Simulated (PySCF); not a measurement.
Species: thiourea, CH4N2S.
Cartesian coordinates in Å at the GFN2-xTB level; atoms count from 1:
```xyz
8
CH4N2S angstrom
N      1.1628   -0.2315   -0.0201
C     -0.0138    0.4355   -0.0727
N     -1.1432   -0.2903    0.0999
S     -0.0680    2.0602   -0.3341
H      1.9975    0.3281    0.0141
H      1.2114   -1.1703    0.3403
H     -1.1240   -1.2954    0.0465
H     -2.0135    0.1730   -0.0984
```

Method: TDDFT wB97X-D/def2-SVPD, vertical, gas phase, core orbitals frozen in the response in PySCF.

Ground-to-excited transition dipoles (e·a0, same axes as the geometry; the sign carries no meaning), for the states with f of 0.002 or more among the lowest 5:

```csv
state,E (eV),μx,μy,μz
S2,5.377,-0.043,1.268,-0.204
S3,5.881,-0.733,-0.035,-0.062
S4,6.007,0.190,-0.021,-0.168
S5,6.718,-0.205,-0.005,0.006
```

Q: Work out the oscillator strengths.

A: f = (2/3) ΔE |μ|² with ΔE in hartree (27.2114 eV).

```csv
state,|μ|² (au),|μ| (D),f
S2,1.652,3.27,0.218
S3,0.543,1.87,0.078
S4,0.065,0.65,0.010
S5,0.042,0.52,0.007
```

Q: Which bond between heavy atoms lies closest to the direction of the S2 transition dipole?

A: C2–S4, at 0° from it; next N1–C2 and C2–N3 at 59°.

Q: What angle do the transition dipoles of S2 and S3 make?

A: |cos θ| = |μa·μb| / (|μa| |μb|) = 0.00, so θ ≈ 90° (taken between 0 and 90°, since the signs are arbitrary).

Q: How is the summed strength of these states shared among x, y and z?

A: (2/3) Σ ΔE μα² gives 0.090 for x, 0.212 for y and 0.010 for z, 0.312 in all.

Q: What peak molar absorption coefficient would the strongest computed level give as a lone Gaussian band 0.3 eV wide at half height?

A: ε(max) = 2.175×10⁸ f / FWHM, with the width in cm⁻¹. S2: 2.175×10⁸ × 0.2176 / 2420 ≈ 20000 L mol⁻¹ cm⁻¹.

One conformer stands for the species.
